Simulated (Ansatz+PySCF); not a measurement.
A calculation with PySCF 2.14.0.

```python
from pyscf import gto, scf, mp

mol = gto.M(atom="""
H 0.031520 0.945910 -1.209350
C -0.132130 0.000000 -0.666200
N 0.201900 0.000000 0.690690
H 0.031520 -0.945910 -1.209350
H -0.066410 -0.832890 1.197110
H -0.066410 0.832890 1.197110
""", basis='cc-pvtz', charge=0, spin=1)
mf = scf.UHF(mol)
mf.kernel()
pt = mp.MP2(mf, frozen=2).run()
print(mf.e_tot, pt.e_corr, pt.e_tot)
```

The script is written out from the run's settings.

The run gave:

```json
{
  "Converged": "yes",
  "Reference energy": "-94.62937 hartree",
  "Correlation energy": "-0.37012 hartree",
  "Total energy": "-94.99949 hartree",
  "Spin squared of the determinant": "0.763"
}
```
